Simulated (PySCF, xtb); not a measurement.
**CH3BSi+: where a starting geometry ends**

The starting geometry of this gas-phase doublet was built from a drawn formula by distance geometry and a force field; its bonds are those of `[B]1C[SiH+]1`.

```xyz
6

C     0.5648    1.2743   -0.7120
B    -0.8145    0.9203   -1.4618
Si   -0.2515    2.8421   -0.8631
H     0.6482    0.8521    0.2946
H     1.4497    1.2477   -1.4255
H    -0.4618    4.2777   -0.6465
```

Predict what it relaxes into with r2SCAN-D4/def2-SVP.

A bond breaks, giving a structure given below by its coordinates. Distances that change by over a tenth: C1–B2 (1.61 → 1.42 Å). Contacts that open: C1–Si3 (1.77 → 3.30 Å).

The energy falls by 1.85 eV over 36 steps:

| step | E − E(last) (eV) |
| --- | --- |
| 1 | 1.851 |
| 5 | 0.891 |
| 9 | 0.647 |
| 13 | 0.595 |
| 17 | 0.377 |
| 20 | 0.013 |
| 24 | 0.002 |
| 28 | 0.001 |
| 32 | 0.000 |
| 36 | 0.000 |

Final geometry (Å):

```xyz
6

C     0.9273    0.6757   -0.8472
B     0.2311    1.9145   -0.9043
Si   -0.8506    3.4550   -0.7748
H     0.6899   -0.0949   -0.0977
H     1.7387    0.4090   -1.5401
H    -0.8336    4.6856   -1.6080
```

From the same start GFN2-xTB reaches the same bonding as this run.

The end wasn't checked by frequencies. Open shells are spin-unrestricted, and the end state is notably spin-contaminated. Run with PySCF 2.14.0, 4.1 min on 2 threads of Arm Neoverse V2, with other jobs on the host.
